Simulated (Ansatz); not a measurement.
Zinc-blende HgS (metastable phase) was calculated with PBEsol-D3(BJ) (Ansatz, an electronic-structure program, PAW).

Run with plane-wave cutoff 520 eV, 10×10×10 k mesh, Fermi–Dirac smearing 0.01 eV, scalar-relativistic PAW data made under PBE.

Results at a series of volumes:

```
V (Å³/atom)  E − E_lowest (meV/atom)  P (GPa)
-----------  -----------------------  -------
23.147                         20.53     4.74
23.640                          8.74     2.97
24.132                          2.09     1.39
24.625                          0.00     0.00
25.117                          1.96    -1.25
25.610                          7.53    -2.35
26.102                         16.30    -3.33
```

Task: What bulk modulus B0 and pressure derivative B′ does a third-order Birch–Murnaghan fit give?

Result: V0 = 24.623 Å³/atom, B0 = 65.9 GPa, B′ = 4.9 (fit to the energies at full precision).

Measured, for comparison: equilibrium volume per atom 24.91 Å³/atom (295 K, no zero-point or thermal correction; as tabulated in Cardona et al. (2009), arXiv:0908.2634). Computed (rounded) less measured: equilibrium volume per atom -1.2 %. A static lattice is as a rule a little smaller and stiffer than an uncorrected measurement, which narrows the difference in the equilibrium volume per atom and would widen misses of the other sign.

Spin–orbit coupling is not included; it can open a gap where bands touch, and shift volumes and moduli.
